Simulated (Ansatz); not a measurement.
**Al₂N+ (triplet): energies up the ladder**

Aim: energies up the ladder, for Al₂N+ (triplet), with the cost of each level. Charge +1. Spin multiplicity 3.

Computed with Ansatz 0.2.0 (the levels named in each step, unless a step's input says otherwise).

## Step 1: Starting point

Bond lengths: Al1–N2 1.730 Å, N2–Al3 1.730 Å. Angles: Al1–N2–Al3 180.0°.

Coordinates:

```xyz
3

Al    0.0000    0.0000   -1.7300
N     0.0000    0.0000    0.0000
Al    0.0000    0.0000    1.7300
```

## Step 2: A rough first relaxation, PBE-D4/def2-SVP

input.yaml reads:

```yaml
crystal:
  periodic: [false, false, false]
  atoms:
    - { symbol: Al, position_ang: [0.0, 0.0, -1.73] }
    - { symbol: "N", position_ang: [0.0, 0.0, 0.0] }
    - { symbol: Al, position_ang: [0.0, 0.0, 1.73001] }
magnetization:
  spin_polarized: true
  initial_magnetization: 2
total_charge: 1
basis:
  gaussian: { orbitals: def2-SVP }
hamiltonian:
  xc: pbe
  dispersion: d4
relax:
  f_tol: 0.03
  max_steps: 200
```

The run is started by

```console
> ansatz run input.yaml --threads 2 --pin off --max-ram 5120MiB --backend cpu --events-out ev --progress --plain --runs-dir out
```

Standard output (excerpt; [...] marks lines left out):

```text
Warning: RAYON_NUM_THREADS=2 ignored (pool sized by the plan → 2); use --threads N
[...]
Functional definition: PBE
[...]
558 factors; their error is unknown
[...]
mean field -14660.34678375 eV, -538.7578071630 hartree, gradient 6.3e-6 eV, S^2 2.006393; 10 other end points of the search recorded, 0 dependent functions left out
[...]
reference -14660.34681778 eV, -538.7578084133 hartree; 17, 15 occupied and 33, 35 virtual orbitals, 558 factors
relax step   1: F+E_penalty+E_count = -14660.45260756 eV  Δ(F+E_penalty+E_count) = +0.000e0 eV  max|allowed force component| = 7.770e-1 eV/Å  Δτ_max = 0.0000 Å  (214 SCF iters, accepted)
[...]
relax step   2: F+E_penalty+E_count = -14660.46839407 eV  Δ(F+E_penalty+E_count) = -1.579e-2 eV  max|allowed force component| = 3.545e-1 eV/Å  Δτ_max = 0.0139 Å  (30 SCF iters, accepted)
[...]
relax step   3: F+E_penalty+E_count = -14660.47230835 eV  Δ(F+E_penalty+E_count) = -3.914e-3 eV  max|allowed force component| = 7.087e-3 eV/Å  Δτ_max = 0.0107 Å  (30 SCF iters, accepted)
558 factors; their error is unknown
[...]
mean field -14660.36578687 eV, -538.7585055147 hartree, gradient 8.7e-6 eV, S^2 2.005879; 11 other end points of the search recorded, 0 dependent functions left out
[...]
reference -14660.36582094 eV, -538.7585067667 hartree; 17, 15 occupied and 33, 35 virtual orbitals, 558 factors
Total energy: -14660.47234242 eV, -538.7624213590 hartree
Atom 0 at     0.000000     0.000000    -1.705374 Å, force    -0.000000    -0.000000     0.007086 eV/Å
Atom 1 at    -0.000000    -0.000000     0.000003 Å, force     0.000000     0.000000     0.000001 eV/Å
Atom 2 at     0.000000     0.000000     1.705381 Å, force    -0.000000    -0.000000    -0.007087 eV/Å
Dipole moment:     0.000000     0.000000    -0.000000 e Å
```

Run time: 8.2 s. Hardware: 2 threads of Arm Neoverse V1, shared host; peak memory 0.12 GiB.

Relaxation path:

```csv
step,E - E(step 1) (eV),largest force component (eV/Å)
1,0.0000,0.7770
2,-0.0158,0.3545
3,-0.0197,0.0071
```

Step 1 is the start.

Before: Bond lengths: Al1–N2 1.730 Å, N2–Al3 1.730 Å. Angles: Al1–N2–Al3 180.0°.

After: Bond lengths: Al1–N2 1.705 Å, N2–Al3 1.705 Å. Angles: Al1–N2–Al3 180.0°.

## Step 3: Relaxation, PBE0-D4/def2-TZVPP

input.yaml reads:

```yaml
crystal:
  periodic: [false, false, false]
  atoms:
    - { symbol: Al, position_ang: [0.0, 0.0, -1.70537392] }
    - { symbol: "N", position_ang: [0.0, 0.0, 3.33e-06] }
    - { symbol: Al, position_ang: [0.0, 0.0, 1.7053806] }
magnetization:
  spin_polarized: true
  initial_magnetization: 2
total_charge: 1
basis:
  gaussian: { orbitals: def2-TZVPP }
hamiltonian:
  xc: pbe0
  dispersion: d4
relax:
  f_tol: 0.002
  max_steps: 150
```

The run is started by

```console
> ansatz run input.yaml --threads 2 --pin off --max-ram 5120MiB --backend cpu --events-out ev --progress --plain --runs-dir out
```

Standard output (excerpt; [...] marks lines left out):

```text
Warning: RAYON_NUM_THREADS=2 ignored (pool sized by the plan → 2); use --threads N
[...]
Functional definition: PBE0
[...]
755 factors; their error is unknown
[...]
mean field -14667.88439019 eV, -539.0348090902 hartree, gradient 3.8e-5 eV, S^2 2.006494; 1 other end points of the search recorded, 0 dependent functions left out
[...]
reference -14667.88441779 eV, -539.0348101046 hartree; 17, 15 occupied and 98, 100 virtual orbitals, 755 factors
relax step   1: F+E_penalty+E_count = -14667.97446252 eV  Δ(F+E_penalty+E_count) = +0.000e0 eV  max|allowed force component| = 9.903e-1 eV/Å  Δτ_max = 0.0000 Å  (45 SCF iters, accepted)
[...]
relax step   4: F+E_penalty+E_count = -14668.00408766 eV  Δ(F+E_penalty+E_count) = -1.072e-5 eV  max|allowed force component| = 9.785e-3 eV/Å  Δτ_max = 0.0009 Å  (24 SCF iters, accepted)
[...]
relax step   5: F+E_penalty+E_count = -14668.00409029 eV  Δ(F+E_penalty+E_count) = -2.624e-6 eV  max|allowed force component| = 4.345e-6 eV/Å  Δτ_max = 0.0003 Å  (22 SCF iters, accepted)
755 factors; their error is unknown
[...]
mean field -14667.91355888 eV, -539.0358810201 hartree, gradient 2.0e-5 eV, S^2 2.005948; 2 other end points of the search recorded, 0 dependent functions left out
[...]
reference -14667.91358646 eV, -539.0358820334 hartree; 17, 15 occupied and 98, 100 virtual orbitals, 755 factors
Total energy: -14668.00411786 eV, -539.0392090011 hartree
Atom 0 at     0.000000    -0.000000    -1.676179 Å, force    -0.000000     0.000000    -0.000004 eV/Å
Atom 1 at    -0.000000     0.000000     0.000003 Å, force     0.000000    -0.000000     0.000000 eV/Å
Atom 2 at     0.000000    -0.000000     1.676185 Å, force    -0.000000     0.000000     0.000004 eV/Å
Dipole moment:    -0.000000    -0.000000     0.000000 e Å
```

It took 12 s on 2 threads of Arm Neoverse V1, shared host; peak memory 0.22 GiB.

Step by step:

```
step  energy from step 1 (eV)  largest force component (eV/Å)
   1                   0.0000                          0.9903
   2                  -0.0237                          0.4565
   3                  -0.0296                          0.0221
   4                  -0.0296                          0.0098
   5                  -0.0296                          0.0000
```

Step 1 is the start.

Before: Bond lengths: Al1–N2 1.705 Å, N2–Al3 1.705 Å. Angles: Al1–N2–Al3 180.0°.

After: Bond lengths: Al1–N2 1.676 Å, N2–Al3 1.676 Å. Angles: Al1–N2–Al3 180.0°.

## Step 4: Frequencies, PBE0-D4/def2-TZVPP

input.yaml reads:

```yaml
crystal:
  periodic: [false, false, false]
  atoms:
    - { symbol: Al, position_ang: [0.0, 0.0, -1.67617863] }
    - { symbol: "N", position_ang: [0.0, 0.0, 3.33e-06] }
    - { symbol: Al, position_ang: [0.0, 0.0, 1.67618531] }
magnetization:
  spin_polarized: true
  initial_magnetization: 2
total_charge: 1
basis:
  gaussian: { orbitals: def2-TZVPP }
hamiltonian:
  xc: pbe0
  dispersion: d4
phonons: {}
```

The run is started by

```console
> ansatz run input.yaml --threads 2 --pin off --max-ram 5120MiB --backend cpu --events-out ev --progress --plain --runs-dir out
```

Standard output (excerpt; [...] marks lines left out):

```text
Warning: RAYON_NUM_THREADS=2 ignored (pool sized by the plan → 2); use --threads N
[...]
Functional definition: PBE0
[...]
755 factors; their error is unknown
[...]
mean field -14667.91355888 eV, -539.0358810201 hartree, gradient 3.1e-5 eV, S^2 2.005948; 1 other end points of the search recorded, 0 dependent functions left out
[...]
reference -14667.91358646 eV, -539.0358820334 hartree; 17, 15 occupied and 98, 100 virtual orbitals, 755 factors
[...]
755 factors; their error is unknown
mean field -14667.91355942 eV, -539.0358810398 hartree, gradient 1.8e-6 eV, S^2 2.005948; 0 other end points of the search recorded, 0 dependent functions left out
[...]
reference -14667.91358699 eV, -539.0358820531 hartree; 17, 15 occupied and 98, 100 virtual orbitals, 755 factors
[...]
755 factors; their error is unknown
[...]
mean field -14667.91355942 eV, -539.0358810398 hartree, gradient 1.8e-6 eV, S^2 2.005948; 0 other end points of the search recorded, 0 dependent functions left out
[...]
reference -14667.91337753 eV, -539.0358743554 hartree; 17, 15 occupied and 98, 100 virtual orbitals, 755 factors
[...]
755 factors; their error is unknown
mean field -14667.91334995 eV, -539.0358733420 hartree, gradient 2.2e-6 eV, S^2 2.005948; 0 other end points of the search recorded, 0 dependent functions left out
[...]
reference -14667.91337753 eV, -539.0358743553 hartree; 17, 15 occupied and 98, 100 virtual orbitals, 755 factors
WARN: phonons: modes at or below zero, which the zero-point energy, F, S and C_V leave out: 2, the lowest at -128.18 cm⁻¹. A minimum has none, and a first-order saddle one
Total energy: -14668.00411786 eV, -539.0392090011 hartree
Atom 0 at     0.000000     0.000000    -1.676179 Å, force    -0.000000     0.000000    -0.000003 eV/Å
Atom 1 at     0.000000     0.000000     0.000003 Å, force     0.000000    -0.000000    -0.000000 eV/Å
Atom 2 at     0.000000     0.000000     1.676185 Å, force    -0.000000     0.000000     0.000003 eV/Å
Dipole moment:    -0.000000    -0.000000     0.000000 e Å
Vibrations: -128.18 -128.18 605.89 1278.56 cm⁻¹, zero-point energy 0.116821 eV
```

Wall time 19 s (2 threads of Arm Neoverse V1, shared host); peak memory 0.22 GiB.

Harmonic frequencies (cm⁻¹; negative: imaginary): -128, -128, 606, 1279.

## Step 5: Relaxation again, from a step along the imaginary mode, PBE0-D4/def2-TZVPP

input.yaml reads:

```yaml
crystal:
  periodic: [false, false, false]
  atoms:
    - { symbol: Al, position_ang: [-0.03405827, 0.06489159, -1.67617863] }
    - { symbol: "N", position_ang: [0.1312122, -0.25, 3.33e-06] }
    - { symbol: Al, position_ang: [-0.03405827, 0.06489159, 1.67618531] }
magnetization:
  spin_polarized: true
  initial_magnetization: 2
total_charge: 1
basis:
  gaussian: { orbitals: def2-TZVPP }
hamiltonian:
  xc: pbe0
  dispersion: d4
relax:
  f_tol: 0.002
  max_steps: 150
```

The run is started by

```console
> ansatz run input.yaml --threads 2 --pin off --max-ram 5120MiB --backend cpu --events-out ev --progress --plain --runs-dir out
```

Standard output (excerpt; [...] marks lines left out):

```text
Warning: RAYON_NUM_THREADS=2 ignored (pool sized by the plan → 2); use --threads N
[...]
Functional definition: PBE0
[...]
755 factors; their error is unknown
[...]
mean field -14667.93344344 eV, -539.0366117642 hartree, gradient 2.6e-5 eV, S^2 2.008810; 4 other end points of the search recorded, 0 dependent functions left out
[...]
reference -14667.93347153 eV, -539.0366127964 hartree; 17, 15 occupied and 98, 100 virtual orbitals, 755 factors
relax step   1: F+E_penalty+E_count = -14668.02360641 eV  Δ(F+E_penalty+E_count) = +0.000e0 eV  max|allowed force component| = 6.791e-1 eV/Å  Δτ_max = 0.0000 Å  (74 SCF iters, accepted)
[...]
relax step   7: F+E_penalty+E_count = -14668.08226322 eV  Δ(F+E_penalty+E_count) = -1.983e-4 eV  max|allowed force component| = 3.549e-3 eV/Å  Δτ_max = 0.0097 Å  (37 SCF iters, accepted)
[...]
relax step   8: F+E_penalty+E_count = -14668.08226473 eV  Δ(F+E_penalty+E_count) = -1.511e-6 eV  max|allowed force component| = 6.120e-5 eV/Å  Δτ_max = 0.0007 Å  (28 SCF iters, accepted)
755 factors; their error is unknown
[...]
mean field -14667.99387212 eV, -539.0388324772 hartree, gradient 3.8e-5 eV, S^2 2.014034; 2 other end points of the search recorded, 0 dependent functions left out
[...]
reference -14667.99390019 eV, -539.0388335088 hartree; 17, 15 occupied and 98, 100 virtual orbitals, 755 factors
Total energy: -14668.08229280 eV, -539.0420818773 hartree
Atom 0 at    -0.083150     0.158427    -1.578415 Å, force    -0.000016     0.000031     0.000050 eV/Å
Atom 1 at     0.229396    -0.437070     0.000003 Å, force     0.000032    -0.000061     0.000000 eV/Å
Atom 2 at    -0.083150     0.158427     1.578422 Å, force    -0.000016     0.000031    -0.000050 eV/Å
Dipole moment:    -0.178907     0.340874     0.000000 e Å
```

Wall time 21 s (2 threads of Arm Neoverse V1, shared host); peak memory 0.22 GiB.

Relaxation path:

| step | energy from step 1 (eV) | largest force component (eV/Å) |
| --- | --- | --- |
| 1 | 0.0000 | 0.6791 |
| 2 | -0.0178 | 0.3402 |
| 3 | -0.0318 | 0.1872 |
| 4 | -0.0441 | 0.1704 |
| 5 | -0.0350 | 0.4828 |
| 6 | -0.0585 | 0.0250 |
| 7 | -0.0587 | 0.0035 |
| 8 | -0.0587 | 0.0001 |

Step 1 is the start. Step 5 was tried and not accepted.

Before: Bond lengths: Al1–N2 1.713 Å, N2–Al3 1.713 Å. Angles: Al1–N2–Al3 156.0°.

After: Bond lengths: Al1–N2 1.716 Å, N2–Al3 1.716 Å. Angles: Al1–N2–Al3 133.8°.

## Step 6: Frequencies, PBE0-D4/def2-TZVPP

input.yaml reads:

```yaml
crystal:
  periodic: [false, false, false]
  atoms:
    - { symbol: Al, position_ang: [-0.08314996, 0.15842651, -1.57841495] }
    - { symbol: "N", position_ang: [0.22939558, -0.43706985, 3.33e-06] }
    - { symbol: Al, position_ang: [-0.08314996, 0.15842651, 1.57842163] }
magnetization:
  spin_polarized: true
  initial_magnetization: 2
total_charge: 1
basis:
  gaussian: { orbitals: def2-TZVPP }
hamiltonian:
  xc: pbe0
  dispersion: d4
phonons: {}
```

The run is started by

```console
> ansatz run input.yaml --threads 2 --pin off --max-ram 5120MiB --backend cpu --events-out ev --progress --plain --runs-dir out
```

Standard output (excerpt; [...] marks lines left out):

```text
Warning: RAYON_NUM_THREADS=2 ignored (pool sized by the plan → 2); use --threads N
[...]
Functional definition: PBE0
[...]
755 factors; their error is unknown
[...]
mean field -14667.99387212 eV, -539.0388324772 hartree, gradient 2.4e-5 eV, S^2 2.014033; 1 other end points of the search recorded, 0 dependent functions left out
[...]
reference -14667.99390019 eV, -539.0388335088 hartree; 17, 15 occupied and 98, 100 virtual orbitals, 755 factors
[...]
755 factors; their error is unknown
[...]
mean field -14667.99386795 eV, -539.0388323238 hartree, gradient 1.0e-6 eV, S^2 2.013893; 0 other end points of the search recorded, 0 dependent functions left out
[...]
reference -14667.99389602 eV, -539.0388333553 hartree; 17, 15 occupied and 98, 100 virtual orbitals, 755 factors
[...]
755 factors; their error is unknown
[...]
755 factors; their error is unknown
mean field -14667.99382031 eV, -539.0388305730 hartree, gradient 1.0e-6 eV, S^2 2.014132; 0 other end points of the search recorded, 0 dependent functions left out
[...]
reference -14667.99384838 eV, -539.0388316047 hartree; 17, 15 occupied and 98, 100 virtual orbitals, 755 factors
[...]
755 factors; their error is unknown
[...]
mean field -14667.99380998 eV, -539.0388301936 hartree, gradient 9.8e-7 eV, S^2 2.013937; 0 other end points of the search recorded, 0 dependent functions left out
[...]
reference -14667.99383805 eV, -539.0388312250 hartree; 17, 15 occupied and 98, 100 virtual orbitals, 755 factors
Total energy: -14668.08229280 eV, -539.0420818773 hartree
Atom 0 at    -0.083150     0.158427    -1.578415 Å, force    -0.000017     0.000033     0.000053 eV/Å
Atom 1 at     0.229396    -0.437070     0.000003 Å, force     0.000035    -0.000066     0.000000 eV/Å
Atom 2 at    -0.083150     0.158427     1.578422 Å, force    -0.000017     0.000033    -0.000053 eV/Å
Dipole moment:    -0.178907     0.340874     0.000000 e Å
Vibrations: 141.49 583.25 1113.84 cm⁻¹, zero-point energy 0.113977 eV
```

It took 12 s on 2 threads of Arm Neoverse V1, shared host; peak memory 0.22 GiB.

Harmonic frequencies (cm⁻¹; negative: imaginary): 141, 583, 1114.

## Step 7: Single point, PBE-D4/def2-TZVPP

Changes to input.yaml since step 6:

```diff
@@ -13,4 +13,3 @@
 hamiltonian:
-  xc: pbe0
+  xc: pbe
   dispersion: d4
-phonons: {}
```

The run is started by

```console
> ansatz run input.yaml --threads 2 --pin off --max-ram 5120MiB --backend cpu --events-out ev --progress --plain --runs-dir out
```

Standard output:

```text
Warning: RAYON_NUM_THREADS=2 ignored (pool sized by the plan → 2); use --threads N
Engine: ansatz 0.2.0, aarch64-unknown-linux-gnu
Functional definition: PBE
  parameter kappa = 0.804
  parameter beta = 0.06672455060314922
  exchange = pbe_x(kappa = kappa, mu = beta*pi^2/3)
  correlation = pbe_c(beta = beta)
693 factors; their error is unknown
mean field evaluation 1: about -14623.8432 eV, gradient 1.0e2 eV
mean field evaluation 2: about -14408.4054 eV, gradient 1.1e2 eV
mean field evaluation 4: about -14607.2596 eV, gradient 1.2e2 eV
mean field evaluation 8: about -14667.0077 eV, gradient 1.1e0 eV
mean field evaluation 16: about -14664.5985 eV, gradient 1.1e1 eV
mean field evaluation 32: about -14665.9084 eV, gradient 1.5e0 eV
mean field -14667.03134542 eV, -539.0034602732 hartree, gradient 1.3e-5 eV, S^2 2.006924; 4 other end points of the search recorded, 0 dependent functions left out
reference -14667.03138246 eV, -539.0034616345 hartree; 17, 15 occupied and 98, 100 virtual orbitals, 693 factors
Total energy: -14667.13649029 eV, -539.0073242759 hartree
```

Wall time 4.3 s (2 threads of Arm Neoverse V1, shared host); peak memory 0.19 GiB.

## Step 8: Single point, r2SCAN-D4/def2-TZVPP

Changes to input.yaml since step 7:

```diff
@@ -13,3 +13,3 @@
 hamiltonian:
-  xc: pbe
+  xc: r2scan
   dispersion: d4
```

The run is started by

```console
> ansatz run input.yaml --threads 2 --pin off --max-ram 5120MiB --backend cpu --events-out ev --progress --plain --runs-dir out
```

Standard output:

```text
Warning: RAYON_NUM_THREADS=2 ignored (pool sized by the plan → 2); use --threads N
Engine: ansatz 0.2.0, aarch64-unknown-linux-gnu
Functional definition: r2SCAN
  parameter k0 = 0.174
  parameter k1 = 0.065
  parameter a1 = 4.9479
  exchange = r2scan_x(k0 = k0, k1 = k1, a1 = a1)
  correlation = r2scan_c
693 factors; their error is unknown
mean field evaluation 1: about -14635.9521 eV, gradient 9.4e1 eV
mean field evaluation 2: about -14431.6187 eV, gradient 1.2e2 eV
mean field evaluation 4: about -14660.3739 eV, gradient 5.4e1 eV
mean field evaluation 8: about -14673.7906 eV, gradient 1.4e0 eV
mean field evaluation 16: about -14673.7968 eV, gradient 2.3e-3 eV
mean field evaluation 32: about -14672.5569 eV, gradient 1.3e0 eV
mean field -14673.79681922 eV, -539.2520868496 hartree, gradient 2.7e-5 eV, S^2 2.015792; 3 other end points of the search recorded, 0 dependent functions left out
reference -14673.79683643 eV, -539.2520874822 hartree; 17, 15 occupied and 98, 100 virtual orbitals, 693 factors
Total energy: -14673.81626187 eV, -539.2528013537 hartree
```

Run time: 11 s. Hardware: 2 threads of Arm Neoverse V1, shared host; peak memory 0.24 GiB.

## Step 9: Single point, B3LYP-D4/def2-TZVPP

Changes to input.yaml since step 8:

```diff
@@ -13,3 +13,3 @@
 hamiltonian:
-  xc: r2scan
+  xc: { name: B3LYP }
   dispersion: d4
```

The run is started by

```console
> ansatz run input.yaml --threads 2 --pin off --max-ram 5120MiB --backend cpu --events-out ev --progress --plain --runs-dir out
```

Standard output:

```text
Warning: RAYON_NUM_THREADS=2 ignored (pool sized by the plan → 2); use --threads N
Engine: ansatz 0.2.0, aarch64-unknown-linux-gnu
Functional definition: B3LYP
  parameter a0 = 0.2
  parameter ax = 0.72
  parameter ac = 0.81
  exchange = (1 - a0 - ax)*slater_x + ax*b88_x + a0*exact_x
  correlation = (1 - ac)*vwn_rpa_c + ac*lyp_c
741 factors; their error is unknown
mean field evaluation 1: about -14639.3165 eV, gradient 9.4e1 eV
mean field evaluation 2: about -14472.5040 eV, gradient 1.2e2 eV
mean field evaluation 4: about -14672.7286 eV, gradient 3.1e1 eV
mean field evaluation 8: about -14677.0866 eV, gradient 6.8e-1 eV
mean field evaluation 16: about -14677.1114 eV, gradient 1.2e-3 eV
mean field -14677.11136337 eV, -539.3738941005 hartree, gradient 1.4e-5 eV, S^2 2.013337; 1 other end points of the search recorded, 0 dependent functions left out
reference -14677.11156623 eV, -539.3739015553 hartree; 17, 15 occupied and 98, 100 virtual orbitals, 741 factors
Total energy: -14677.28852743 eV, -539.3804047597 hartree
```

It took 3.2 s on 2 threads of Arm Neoverse V1, shared host; peak memory 0.21 GiB.

## Step 10: Single point, wB97M-V/def2-TZVPP

Changes to input.yaml since step 9:

```diff
@@ -13,3 +13,2 @@
 hamiltonian:
-  xc: { name: B3LYP }
-  dispersion: d4
+  xc: { name: wB97M-V }
```

The run is started by

```console
> ansatz run input.yaml --threads 2 --pin off --max-ram 5120MiB --backend cpu --events-out ev --progress --plain --runs-dir out
```

Standard output (excerpt; [...] marks lines left out):

```text
Warning: RAYON_NUM_THREADS=2 ignored (pool sized by the plan → 2); use --threads N
[...]
Functional definition: wB97M-V
[...]
  gx(w, u) = 1 - cx + cx01*u + cx10*w
  gss(w, u) = css00 + css04*u^4 + css10*w + css20*w^2 + css43*w^4*u^3
  gos(w, u) = cos00 + cos10*w + (cos20 + cos21*u)*w^2 + (cos60 + cos61*u)*w^6
[...]
      + integral(e_c_pw_mod_opposite_spin*gos(b97_w_opposite, b97_u_opposite)) + vv10(b, c)
699 factors; their error is unknown
156 factors; integrals over basis functions are off by at most 4.5e-5 eV
[...]
mean field -14674.79235346 eV, -539.2886720580 hartree, gradient 1.7e-5 eV, S^2 2.012592; 3 other end points of the search recorded, 0 dependent functions left out
reference -14674.79239320 eV, -539.2886735185 hartree; 17, 15 occupied and 98, 100 virtual orbitals, 699 factors
Total energy: -14674.79239320 eV, -539.2886735185 hartree
```

It took 9.4 s on 2 threads of Arm Neoverse V1, shared host; peak memory 0.33 GiB.

## Step 11: Single point, B2PLYP/def2-TZVPP

Changes to input.yaml since step 10:

```diff
@@ -13,2 +13,2 @@
 hamiltonian:
-  xc: { name: wB97M-V }
+  xc: { name: B2PLYP }
```

The run is started by

```console
> ansatz run input.yaml --threads 2 --pin off --max-ram 5120MiB --backend cpu --events-out ev --progress --plain --runs-dir out
```

Standard output (excerpt; [...] marks lines left out):

```text
Warning: RAYON_NUM_THREADS=2 ignored (pool sized by the plan → 2); use --threads N
[...]
Functional definition: B2PLYP
[...]
711 factors; integrals over basis functions are off by at most 7.1e-4 eV
[...]
mean field -14666.14259641 eV, -538.9707993496 hartree, gradient 3.7e-6 eV, S^2 2.032916; 4 other end points of the search recorded, 0 dependent functions left out
11 core orbitals not correlated: weight in the atoms' cores, before any rotation towards them, 1.000 or more for the frozen orbitals, at most 0.000 for the correlated occupied ones
reference -14666.14272405 eV, -538.9708040401 hartree; 6, 4 occupied and 98, 100 virtual orbitals, 711 factors
second order -9.70695664 eV of doubles, -0.00000000 eV of singles
Total energy: -14668.76360234 eV, -539.0671195409 hartree
```

It took 5 s on 2 threads of Arm Neoverse V1, shared host; peak memory 0.28 GiB.

[end of part 1 of 2]
